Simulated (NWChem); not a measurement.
All runs are NWChem calculations. System: CH$_{3}$F, charge 0, spin multiplicity 1, displaced from the optimised geometry. Level: MP2/cc-pVDZ, 2 core orbitals frozen, spin-restricted.

Job file:

```
start mol
memory heap 200 mb stack 900 mb global 1100 mb
geometry units angstroms nocenter noautoz noautosym
  C      0.608765    -0.110645     0.000000
  F     -0.732677     0.133165     0.000000
  H      0.957651    -0.832157     1.121510
  H      0.887874    -0.687855    -0.897208
  H      1.165754     0.841092     0.000000
end
basis spherical
  * library cc-pvdz
end
scf
  rhf
  nopen 0
  maxiter 100
  thresh 1e-7
  semidirect memsize 60000000 filesize 0
end
mp2
  freeze core 2
end
task mp2 energy
```

NWChem printed:

```
             Northwest Computational Chemistry Package (NWChem) 7.3.0
             --------------------------------------------------------

                                NWChem Input Module
                                -------------------

 Scaling coordinates for geometry "geometry" by  1.889725989
 (inverse scale =  0.529177249)

                             Geometry "geometry" -> ""
                             -------------------------

 Output coordinates in angstroms (scale by  1.889725989 to convert to a.u.)

  No.       Tag          Charge          X              Y              Z
 ---- ---------------- ---------- -------------- -------------- --------------
    1 C                    6.0000     0.60876500    -0.11064500     0.00000000
    2 F                    9.0000    -0.73267700     0.13316500     0.00000000
    3 H                    1.0000     0.95765100    -0.83215700     1.12151000
    4 H                    1.0000     0.88787400    -0.68785500    -0.89720800
    5 H                    1.0000     1.16575400     0.84109200     0.00000000

 Effective nuclear repulsion energy (a.u.)      36.6593054305

            Nuclear Dipole moment (a.u.)
            ----------------------------
        X                 Y               Z
 ---------------- ---------------- ----------------
     0.1318575206    -0.2726969088     0.4238693187


 Summary of "ao basis" -> "" (spherical)
 ------------------------------------------------------------------------------
       Tag                 Description            Shells   Functions and Types
 ---------------- ------------------------------  ------  ---------------------
 *                          cc-pvdz                   on all atoms

 Summary of "ao basis" -> "ao basis" (spherical)
 ------------------------------------------------------------------------------
       Tag                 Description            Shells   Functions and Types
 ---------------- ------------------------------  ------  ---------------------
 C                          cc-pvdz                  6       14   3s2p1d
 F                          cc-pvdz                  6       14   3s2p1d
[...]
     1   1 0 0      0.731958      0.000000      0.131858
     1   0 1 0     -0.069691      0.000000     -0.272697
     1   0 0 1     -0.107942      0.000000      0.423869

     2   2 0 0     -9.312078      0.000000     36.136697
     2   1 1 0      0.165636      0.000000     -6.104311
     2   1 0 1     -0.145260      0.000000      0.990640
     2   0 2 0     -8.922578      0.000000      7.521075
     2   0 1 1      0.038737      0.000000     -1.128897
     2   0 0 2     -8.890734      0.000000      7.366273

                   NWChem MP2 Semi-direct Energy/Gradient Module
                   ---------------------------------------------

  Basis functions       =     43
  Molecular orbitals    =     43
  Frozen core           =      2
  Frozen virtuals       =      0
  Active alpha occupied =      7
  Active beta occupied  =      7
  Active alpha virtual  =     34
  Active beta virtual   =     34
  Use MO symmetry       = F
  Use skeleton AO sym   = F

  AO/Fock/Back tols     =   1.0D-09  1.0D-09  1.0D-09

 GA uses MA = F    GA memory limited = T

 Available:
  local mem=  1.26D+08
 global mem=  1.44D+08
 local disk=  0.00D+00
  mp2_memr nvloc                    34
  nvloc new                    34
   1 passes of   7:        2097152                       9840                    768726.
   1 passes of   7: M    126154416           G      144175502           F     124057264.

 Semi-direct pass number   1 of   1  for RHF alpha+beta  at        0.5s
  vrange nnbf                   946
  mp2_eaftype                    10  avail_ma_in_mb                  1099
 EAF : mp2_eaftype filesize          10     384363.
  mp2_eaf for mointskh                     10
Node 0 wrote      1.8 Mb in      0.0 s     Agg I/O rate:  1008.1 Mb/s
 Done moints_semi at        1.0s
  mp2_eaftype                    10  avail_ma_in_mb                  1089
 EAF : mp2_eaftype filesize          10     384363.
  mp2_eaf for kh                    10
 Done maket at        1.1s
 Done multipass loop at        1.1s

          -------------------------------------------
          SCF energy                -139.010683986164
          Correlation energy          -0.338843405411
          Singlet pairs               -0.217804613163
          Triplet pairs               -0.121038792248
          Total MP2 energy          -139.349527391575
          -------------------------------------------

          ---------------------------------------------------
                    Spin Component Scaled (SCS) MP2
          Same spin pairs                     -0.080692528166
          Same spin scaling factor             0.333333333333
          Opposite spin pairs                 -0.258150877245
          Opposite spin scaling fact.          1.200000000000
          SCS-MP2 correlation energy          -0.336678562083
          Total SCS-MP2 energy              -139.347362548247
          ---------------------------------------------------

 -----------------------
 Performance information
 -----------------------

 Timer overhead =  2.46D-07 seconds/call

               Nr. of calls         CPU time (s)                 Wall time (s)                GFlops
             ---------------    -------------------     ------------------------------   -------------------
Name         Min   Avg   Max    Min     Avg     Max     Min     Avg     Max   Mx/calls   Min     Max     Sum
mp2: moin     1     1     1   0.53    0.53    0.53     0.53    0.53    0.53    0.53      0.0     0.0     0.0
mp2: make     1     1     1   2.89E-2 2.89E-2 2.89E-2  2.89E-2 2.89E-2 2.89E-2 2.89E-2   0.0     0.0     0.0
mp2: tota     1     1     1   0.58    0.58    0.58     0.58    0.58    0.58    0.58      0.0     0.0     0.0

 The average no. of pstat calls per process was 3.00D+00
 with a timing overhead of 7.39D-07s

 Task  times  cpu:        1.0s     wall:        1.0s

 Total times  cpu:        1.1s     wall:        1.1s
```
